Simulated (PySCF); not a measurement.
Molecule: 1-penten-3-yne (SMILES C=CC#CC).

Bonds (- single, = double, # triple, : aromatic): C1=C2, C2-C3, C3#C4, C4-C5. C1 carries H6, H7; C2 carries H8; C5 carries H9, H10, H11. H6 is cis to C3; H7 is trans to C3.

Frames of a GFN2-xTB Langevin trajectory at 200 K; GIAO PBE0/pcSseg-1 shieldings in PySCF, gas phase, non-relativistic; equivalent atoms averaged within each frame.

Chemical shifts δ = σref − σ; 13C (σref 186.93) and 1H (σref 31.72) against TMS, all at this level. The references are static minima.

Problem. How do the shifts (ppm) fluctuate along the trajectory?

Solution. 
```tsv
time (fs)	C1	C2	C4	C3	C5	H8	H7	H6	H9/H10/H11
optimised geometry	134.0	125.9	97.7	85.7	5.8	6.03	5.68	5.91	2.18
250	132.9	124.2	94.6	87.6	4.3	6.69	6.02	6.01	2.20
425	136.1	124.8	95.8	85.8	5.3	5.75	6.68	5.92	1.89
625	133.9	125.8	100.3	89.8	6.4	5.92	5.30	5.02	2.51
800	133.0	126.1	100.4	87.1	9.0	6.54	5.23	5.40	3.02
1000	130.7	127.3	93.5	86.3	8.3	6.28	5.70	5.82	2.66
mean of frames	133.3	125.6	96.9	87.3	6.7	6.24	5.79	5.63	2.45
standard deviation	2.0	1.2	3.2	1.5	2.0	0.40	0.59	0.42	0.43
```

5 frames give an uncertainty of the mean of about the standard deviation over 2.2 at best, since frames this close in time may not be independent; classical motion lacks zero-point vibration, and the reference would need the same averaging.
